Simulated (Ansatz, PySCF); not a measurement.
System: benzene, C6H6 (charge 0, singlet). 
Geometry from a B3LYP-D3(BJ)/def2-TZVP (Ansatz, an electronic-structure program) optimisation:
SMILES: c1ccccc1
```xyz
12

C      0.0029     1.3905     0.0040
C      1.2056     0.6927     0.0073
C      1.2027    -0.6978     0.0033
C     -0.0029    -1.3905    -0.0040
C     -1.2056    -0.6927    -0.0073
C     -1.2027     0.6978    -0.0033
H      0.0052     2.4730     0.0072
H      2.1443     1.2320     0.0131
H      2.1391    -1.2411     0.0059
H     -0.0052    -2.4730    -0.0072
H     -2.1443    -1.2320    -0.0131
H     -2.1391     1.2411    -0.0059
```

Quantity: atomisation energy (electronic, to ground-state atoms), in kcal/mol. Cores are frozen in the correlated levels unless marked. UHF or UKS for open shells. Spin-orbit coupling is left out. No relativistic terms. The coupled-cluster limit lacks core correlation, which all-electron functionals hold. CBS(X,Y): correlation extrapolated as X^-3; Hartree-Fock from the larger set. The bracket is a focal-point correction in the basis named.

```json
[
 {"level": "HF-D4/def2-TZVPD", "program": "PySCF + dftd4", "atomisation energy (kcal/mol)": "1049.5", "rough core time": "-"},
 {"level": "SVWN5/def2-TZVPD", "program": "Ansatz", "atomisation energy (kcal/mol)": "1572.7", "rough core time": "under 20 s"},
 {"level": "revPBE-D3(BJ)/def2-TZVPD", "program": "Ansatz + dftd3", "atomisation energy (kcal/mol)": "1376.8", "rough core time": "under 20 s"},
 {"level": "revPBE/def2-TZVPD", "program": "Ansatz", "atomisation energy (kcal/mol)": "1359.0", "rough core time": "under 20 s"},
 {"level": "r2SCAN-D3(BJ)/def2-TZVPD", "program": "Ansatz + dftd3", "atomisation energy (kcal/mol)": "1377.7", "rough core time": "21 s"},
 {"level": "B2PLYP-D4/def2-TZVPD", "program": "Ansatz + dftd4", "atomisation energy (kcal/mol)": "1361.8", "rough core time": "50 s"},
 {"level": "MP2/cc-pVDZ", "program": "Ansatz", "atomisation energy (kcal/mol)": "1304.6", "rough core time": "-"},
 {"level": "RI-MP2/cc-pVTZ", "program": "Ansatz", "atomisation energy (kcal/mol)": "1367.6", "rough core time": "under 20 s"},
 {"level": "CCSD(T)/aug-cc-pVDZ", "program": "Ansatz", "atomisation energy (kcal/mol)": "1272.9", "rough core time": "80 s"},
 {"level": "RI-MP2/CBS(cc-pVTZ,cc-pVQZ)+[CCSD(T)-MP2]/cc-pVTZ", "program": "Ansatz", "atomisation energy (kcal/mol)": "1364.1", "rough core time": "-"}
]
```

Core times are rough, on shared machines, summed over the molecules involved; a dash marks a level read off another run, or run on other hardware, by another program or under a memory cap.

The Hartree-Fock reference is unstable (checked in the largest basis), which strains HF and MP2.
